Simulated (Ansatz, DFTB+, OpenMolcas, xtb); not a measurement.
PNH4 (SMILES N=[PH3]): the vertical ionisation energy, rung by rung

The species is PNH4 (6 atoms), meant as a singlet with charge 0. As SMILES, `N=[PH3]`. The coordinates come from a GFN2-xTB relaxation.

Quantity: the vertical ionisation energy (to the doublet cation), in eV. The values are calculated.

```csv
level,kind,program,value (eV)
DFTB2,semi-empirical,DFTB+,10.49
DFTB2-D4,semi-empirical,DFTB+,10.50
DFTB3-D3(BJ),semi-empirical,DFTB+,10.71
GFN1-xTB,semi-empirical,xtb,15.18
HF/STO-3G,Hartree–Fock,OpenMolcas,3.56
"HF/STO-3G, open shells restricted",Hartree–Fock,OpenMolcas,3.63
SVWN5/STO-3G,LDA,Ansatz,5.67
BLYP/STO-3G,GGA,Ansatz,5.64
PBE/STO-3G,GGA,OpenMolcas,5.70
revPBE/STO-3G,GGA,Ansatz,5.71
```

The values span 3.56 to 15.18 eV. The xTB values lack the empirical shift that such differences need. All rows use very small basis sets, so even the best lies far from the true value.
